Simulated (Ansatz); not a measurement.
The first iterations of a band of C₃H₅FO (10 atoms, charge 0, multiplicity 1).

Method: Ansatz 0.2.0, RKS PBE-D4/6-31G*.

```json
{
  "movable images": "5",
  "climbing image": "yes",
  "spring": "5.0 eV/Å²",
  "optimiser": "quadratic models (default)",
  "start path": "through a guess of the saddle point",
  "force threshold": "0.05 eV/Å",
  "iteration limit": "60",
  "end points": "relaxed"
}
```

Image 0:

```xyz
10
Properties=species:S:1:pos:R:3
C 0.981 -0.325 0.710
C -0.210 -0.614 -0.142
F -0.452 -1.955 -0.287
C -1.046 0.239 -0.765
O -0.993 1.611 -0.761
H 1.898 -0.766 0.277
H 1.157 0.759 0.827
H 0.857 -0.752 1.722
H -1.883 -0.136 -1.360
H -0.226 1.888 -0.218
```

Image 6:

```xyz
10
Properties=species:S:1:pos:R:3
C 1.056 -0.408 0.635
C -0.240 -0.880 0.062
F -0.431 -2.232 0.263
C -1.280 -0.322 -0.607
O -0.718 1.482 -0.711
H 1.899 -0.959 0.178
H 1.202 0.668 0.465
H 1.089 -0.605 1.722
H -0.911 1.456 -1.675
H -1.583 1.749 -0.328
```

| iteration | highest image above the first end (eV) | largest band force component (eV/Å) |
| --- | --- | --- |
| 1 | 11.548 | 48.098 |
| 2 | 5.497 | 9.331 |
| 3 | 4.941 | 5.359 |
| 4 | 4.451 | 2.653 |
| 5 | 3.967 | 2.227 |
| 6 | 3.720 | 2.669 |
| 7 | 3.670 | 2.685 |

Q: Does the band converge within its limit, and where does its top end?

A: It converged. It ended after 23 iterations with the highest image 3.669 eV above the first end. The profile has 2 maxima (images 1, 5) with wells between them (image 2): this band takes more than one step, which may be the mechanism or a detour left from its start path. Neighbouring images differ by up to 1.9 eV, so the band resolves the path poorly. A vibrational analysis at the climbing image gives one clearly imaginary mode, 623i cm⁻¹: a first-order saddle point. The orbitals stay closed-shell, which can raise the energy where a bond breaks towards radicals; this wasn't checked here.

Time of the run: 78 s on 2 threads of Intel(R) Xeon(R) 6975P-C (Granite Rapids) (shared host), peak memory 0.18 GiB.
